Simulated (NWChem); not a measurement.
## Correlation energy of N (+1)

```xyz
1

N      0.0000     0.0000     0.0000
```
Charge +1, spin multiplicity 3.

All runs are NWChem calculations.

Basis set: 3-21G. Each correlation energy counts from its own Hartree-Fock reference.

The correlated methods keep 1 core orbital frozen. The stability of the SCF solutions was not checked. Open-shell Hartree-Fock references start from PBE0 orbitals. No row is a measurement; the coupled-cluster row has its own basis-set and correlation limits.

| method | correlation energy (mHa) |
|---|---|
| CCSD[T] on UHF | -38.8 |
| CCSD on UHF | [?] |
| CCSDT on ROHF | -40.2 |
| CCSD(T) on UHF | -38.8 |
| UMP2 | -25.4 |
| SCS-UMP2 | [?] |
| CCSD[T] on ROHF | -40.1 |
| CCSD on ROHF | [?] |
| CCSD(T) on ROHF | -40.1 |

### Question
What belongs in the gaps?

### Answer

- CCSD on UHF, correlation energy (mHa): -38.5
- SCS-UMP2, correlation energy (mHa): -26.4
- CCSD on ROHF, correlation energy (mHa): -39.9
